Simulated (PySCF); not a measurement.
System: H2N, doublet: symmetric bend, bond length relaxed. Scanned: H-N-H angle. Other coordinates (N-H bond length) were minimised at PBE0/def2-TZVP.

Cartesian coordinates as functions of the variables (Å; names that start with a are angles):
```
N  0  0  0
H  r*sin(a/2)  0  r*cos(a/2)
H  -r*sin(a/2)  0  r*cos(a/2)
```

Levels: PBE0 = unrestricted PBE0/cc-pVTZ (PySCF); MP2 on UHF/cc-pVTZ, 1 core orbital frozen (PySCF); r2SCAN = unrestricted r2SCAN/cc-pVTZ (PySCF); UKS-B3LYP/3-21G = unrestricted B3LYP/3-21G run with PySCF; CCSD on UHF/cc-pVTZ, 1 core orbital frozen (PySCF); CCSD(T) on UHF/cc-pVTZ, 1 core orbital frozen (PySCF).

Energies in kcal/mol, each method relative to its own lowest point.

```json
[
 {"a / °": "180", "PBE0": "32.7", "MP2": "34.4", "r2SCAN": "32.7", "UKS-B3LYP/3-21G": "33.3", "CCSD": "35.2", "CCSD(T)": "35.3"},
 {"a / °": "172", "PBE0": "31.8", "MP2": "33.4", "r2SCAN": "31.9", "UKS-B3LYP/3-21G": "32.6", "CCSD": "34.3", "CCSD(T)": "34.4"},
 {"a / °": "164", "PBE0": "29.3", "MP2": "30.7", "r2SCAN": "29.4", "UKS-B3LYP/3-21G": "30.4", "CCSD": "31.5", "CCSD(T)": "31.6"},
 {"a / °": "156", "PBE0": "25.5", "MP2": "26.6", "r2SCAN": "25.7", "UKS-B3LYP/3-21G": "26.8", "CCSD": "27.2", "CCSD(T)": "27.3"},
 {"a / °": "148", "PBE0": "20.7", "MP2": "21.5", "r2SCAN": "21.0", "UKS-B3LYP/3-21G": "22.2", "CCSD": "22.0", "CCSD(T)": "22.1"},
 {"a / °": "140", "PBE0": "15.5", "MP2": "16.0", "r2SCAN": "15.8", "UKS-B3LYP/3-21G": "16.9", "CCSD": "16.4", "CCSD(T)": "16.5"},
 {"a / °": "132", "PBE0": "10.4", "MP2": "10.7", "r2SCAN": "10.6", "UKS-B3LYP/3-21G": "11.5", "CCSD": "10.9", "CCSD(T)": "11.1"},
 {"a / °": "124", "PBE0": "5.9", "MP2": "6.0", "r2SCAN": "6.1", "UKS-B3LYP/3-21G": "6.5", "CCSD": "6.1", "CCSD(T)": "6.3"},
 {"a / °": "116", "PBE0": "2.4", "MP2": "2.4", "r2SCAN": "2.5", "UKS-B3LYP/3-21G": "2.7", "CCSD": "2.5", "CCSD(T)": "2.6"},
 {"a / °": "108", "PBE0": "0.3", "MP2": "0.3", "r2SCAN": "0.4", "UKS-B3LYP/3-21G": "0.3", "CCSD": "0.4", "CCSD(T)": "0.4"},
 {"a / °": "100", "PBE0": "0.0", "MP2": "0.0", "r2SCAN": "0.0", "UKS-B3LYP/3-21G": "0.0", "CCSD": "0.0", "CCSD(T)": "0.0"},
 {"a / °": "92", "PBE0": "1.7", "MP2": "1.7", "r2SCAN": "1.6", "UKS-B3LYP/3-21G": "1.9", "CCSD": "1.7", "CCSD(T)": "1.6"},
 {"a / °": "84", "PBE0": "5.5", "MP2": "5.6", "r2SCAN": "5.4", "UKS-B3LYP/3-21G": "6.4", "CCSD": "5.6", "CCSD(T)": "5.4"},
 {"a / °": "76", "PBE0": "11.7", "MP2": "11.8", "r2SCAN": "11.5", "UKS-B3LYP/3-21G": "13.3", "CCSD": "12.0", "CCSD(T)": "11.6"},
 {"a / °": "68", "PBE0": "20.4", "MP2": "20.5", "r2SCAN": "20.0", "UKS-B3LYP/3-21G": "22.7", "CCSD": "20.8", "CCSD(T)": "20.3"},
 {"a / °": "60", "PBE0": "31.5", "MP2": "31.8", "r2SCAN": "31.1", "UKS-B3LYP/3-21G": "34.4", "CCSD": "32.3", "CCSD(T)": "31.6"}
]
```
